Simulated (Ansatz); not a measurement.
Frontier orbitals of C3H6ClFO (`COC(C)(F)Cl`).

| atom | x (Å) | y (Å) | z (Å) |
| --- | --- | --- | --- |
| C1 | 1.5239 | 0.6228 | 0.1048 |
| O2 | 0.2958 | 0.8224 | 0.7876 |
| C3 | -0.6353 | -0.1607 | 0.6357 |
| C4 | -1.0517 | -0.4679 | -0.7807 |
| F5 | -0.1751 | -1.3192 | 1.2085 |
| Cl6 | -2.0477 | 0.3683 | 1.5893 |
| H7 | 1.9402 | -0.3650 | 0.3157 |
| H8 | 2.2005 | 1.3851 | 0.4858 |
| H9 | 1.4088 | 0.7561 | -0.9748 |
| H10 | -1.8497 | -1.2079 | -0.7718 |
| H11 | -1.4057 | 0.4409 | -1.2657 |
| H12 | -0.2040 | -0.8747 | -1.3345 |

Total charge 0; spin multiplicity 1. The geometry is a stationary point of PBE0-D4/def2-TZVP. It is one conformer, not always the lowest. Basis def2-TZVPP, Ansatz.

```
functional  HOMO (eV)  LUMO (eV)  gap (eV)
       PBE      -6.99      -0.41      6.58
      PBE0      -8.62       0.76      9.38
     BHLYP     -10.12       1.74     11.86
   ωB97X-V     -11.11       3.02     14.13
   ωB97M-V     -11.02       2.58     13.60
        HF     -12.26       3.67     15.93
```

A quarter of exact exchange (PBE0) shifts PBE's HOMO by −1.64 eV and its LUMO by +1.17 eV; full exchange at long range (ωB97M-V) shifts them by −4.03 and +2.99 eV. The gap opens from 6.58 to 13.60 eV, since occupied levels lose self-interaction and empty ones feel all the electrons. A positive LUMO is unbound and depends on the basis.
